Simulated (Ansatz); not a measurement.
# CH5AlSi (SMILES [CH2]1[AlH][SiH2]1): one structure at several levels

The atoms stand at a structure displaced at random from a GFN2-xTB minimum. How far do the functionals agree with CCSD(T) there?

Computed with Ansatz 0.2.0, Gaussian basis. Level: single points in def2-TZVPP.

Correlated methods freeze the cores.

### Step 1. Starting geometry

8 atoms, charge 0, spin multiplicity 1.

Atoms are counted from 1 here; the program's logs count them from 0.

Bond lengths: C1–Al2 1.957 Å, C1–Si3 1.854 Å, C1–H4 0.984 Å, C1–H5 1.030 Å, Al2–Si3 2.273 Å, Al2–H6 1.532 Å, Si3–H7 1.544 Å, Si3–H8 1.502 Å. Angles: Al2–C1–Si3 73.2°, Al2–C1–H4 115.7°, Al2–C1–H5 122.0°, Si3–C1–H4 117.4°, Si3–C1–H5 120.8°, H4–C1–H5 105.7°, C1–Al2–Si3 51.3°, C1–Al2–H6 155.7°, Si3–Al2–H6 152.8°, C1–Si3–Al2 55.5°, C1–Si3–H7 109.1°, C1–Si3–H8 113.3°, Al2–Si3–H7 125.7°, Al2–Si3–H8 134.4°, H7–Si3–H8 99.9°.

As a file:

```xyz
8
charge 0, multiplicity 1
C    -0.4861    0.2435   -0.7136
Al    0.0048    1.2928    0.8643
Si    0.4372   -0.8943    0.4216
H    -1.4485    0.0795   -0.8348
H    -0.1202    0.4640   -1.6512
H     0.1382    2.5639    1.7097
H     1.6846   -1.4360   -0.3095
H    -0.2863   -2.1832    0.6869
```

### Step 2. CCSD(T)/def2-TZVPP

run/in.yaml reads:

```yaml
crystal:
  periodic: [false, false, false]
  atoms:
    - {symbol: C, position_ang: [-0.486100, 0.243500, -0.713600]}
    - {symbol: Al, position_ang: [0.004800, 1.292800, 0.864300]}
    - {symbol: Si, position_ang: [0.437200, -0.894300, 0.421600]}
    - {symbol: H, position_ang: [-1.448500, 0.079500, -0.834800]}
    - {symbol: H, position_ang: [-0.120200, 0.464000, -1.651200]}
    - {symbol: H, position_ang: [0.138200, 2.563900, 1.709700]}
    - {symbol: H, position_ang: [1.684600, -1.436000, -0.309500]}
    - {symbol: H, position_ang: [-0.286300, -2.183200, 0.686900]}
basis:
  gaussian: {orbitals: def2-TZVPP}
correlation: {method: ccsd_t}
output: {forces: true}
```

No record of the launch command was kept for these runs.

### Step 3. PBE0-D4/def2-TZVPP

run/in.yaml, as its differences from that of step 2:

```diff
@@ -13,3 +13,3 @@
   gaussian: {orbitals: def2-TZVPP}
-correlation: {method: ccsd_t}
-output: {forces: true}
+hamiltonian: {xc: pbe0, dispersion: d4}
+output: {forces: true, orbitals: {seedname: orbitals}}
```

### Step 4. wB97M-V/def2-TZVPP

run/in.yaml, as its differences from that of step 3:

```diff
@@ -13,3 +13,3 @@
   gaussian: {orbitals: def2-TZVPP}
-hamiltonian: {xc: pbe0, dispersion: d4}
-output: {forces: true, orbitals: {seedname: orbitals}}
+hamiltonian: {xc: {name: wB97M-V}}
+output: {forces: true}
```

### Step 5. r2SCAN-D4/def2-TZVPP

run/in.yaml, as its differences from that of step 4:

```diff
@@ -13,3 +13,3 @@
   gaussian: {orbitals: def2-TZVPP}
-hamiltonian: {xc: {name: wB97M-V}}
+hamiltonian: {xc: r2scan, dispersion: d4}
 output: {forces: true}
```

### Step 6. PBE-D4/def2-TZVPP

run/in.yaml, as its differences from that of step 5:

```diff
@@ -13,3 +13,3 @@
   gaussian: {orbitals: def2-TZVPP}
-hamiltonian: {xc: r2scan, dispersion: d4}
+hamiltonian: {xc: pbe, dispersion: d4}
 output: {forces: true}
```

### Step 7. r2SCANh-D4/def2-TZVPP

run/in.yaml, as its differences from that of step 6:

```diff
@@ -13,3 +13,3 @@
   gaussian: {orbitals: def2-TZVPP}
-hamiltonian: {xc: pbe, dispersion: d4}
+hamiltonian: {xc: {name: r2SCANh}, dispersion: d4}
 output: {forces: true}
```

### Step 8. BLYP-D4/def2-TZVPP

run/in.yaml, as its differences from that of step 7:

```diff
@@ -13,3 +13,3 @@
   gaussian: {orbitals: def2-TZVPP}
-hamiltonian: {xc: {name: r2SCANh}, dispersion: d4}
+hamiltonian: {xc: {name: BLYP}, dispersion: d4}
 output: {forces: true}
```

(Steps that only read results are left out.)

**Question.** What will these runs give? Wanted: energy less free atoms, CCSD(T)/def2-TZVPP; RMS force component; RMS force error; HOMO and LUMO, PBE0-D4; T1 diagnostic.

**Answer**, as computed:

```
                                  quantity                                                                                              value
energy less free atoms, CCSD(T)/def2-TZVPP                                                                                     -2279.0 kJ/mol
                       RMS force component                                                               1.492 to 1.542 eV/Å over the methods
                           RMS force error  PBE0-D4 0.131, wB97M-V 0.106, r2SCAN-D4 0.123, PBE-D4 0.166, r2SCANh-D4 0.123, BLYP-D4 0.090 eV/Å
                    HOMO and LUMO, PBE0-D4                                                                                 -6.14 and -2.08 eV
                             T1 diagnostic                                                                                              0.013
```

In words: Against CCSD(T) the functionals' energies less atoms differ by -78.6 to -26.8 kJ/mol, PBE-D4 by -67.6 kJ/mol. CCSD(T) in triple zeta still lacks some correlation energy of the bonds, so part of these gaps is its own basis error and they don't rank the functionals. On forces the order runs from BLYP-D4 to PBE-D4. Frozen-core CCSD(T) forces in triple zeta carry basis errors of their own, and this is one geometry, so small gaps rank nothing.
